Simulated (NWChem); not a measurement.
# Basis-set dependence for Cl

```
Cl
```
Charge 0, spin multiplicity 2.

All runs are NWChem calculations.

Hartree-Fock energies in Ha, correlation energies in mHa.

The correlated methods keep 5 core orbitals frozen. The Pople sets run with spherical d functions. No SCF solution was tested for a lower state. Open-shell Hartree-Fock references start from PBE0 orbitals. Coupled-cluster values serve here as a point of comparison, not as the truth.

| basis | functions | UHF | UMP2 | SCS-UMP2 | URI-MP2 | CCSD on ROHF | CCSD[T] on ROHF | CCSD(T) on ROHF | CCSD on UHF | CCSD[T] on UHF | CCSD(T) on UHF | CCSDT on ROHF |
|---|---|---|---|---|---|---|---|---|---|---|---|---|
| cc-pVDZ | 18 | -459.47114 | -109.8 | -107.8 | -109.8 | -130.5 | -131.7 | -131.7 | -126.6 | -127.8 | -127.7 | -131.9 |
| 6-311G** | 26 | -459.47307 | -112.1 | -110.8 | not run | -132.2 | -134.0 | -134.0 | -128.5 | -130.2 | -130.2 | -134.2 |
| cc-pVTZ | 34 | -459.48543 | -157.9 | -157.9 | -157.9 | -186.3 | -192.1 | -192.1 | -180.8 | -186.4 | -186.4 | -192.5 |
| cc-pVQZ | 59 | -459.48909 | -174.9 | -176.7 | -174.9 | -202.7 | -210.2 | -210.2 | -197.1 | -204.3 | -204.2 | not run |

From cc-pVTZ to cc-pVQZ the Hartree-Fock energy moves by -3.7 mHa and the UMP2 correlation energy by -17.0 mHa, which is 10 % of its value in the larger set.
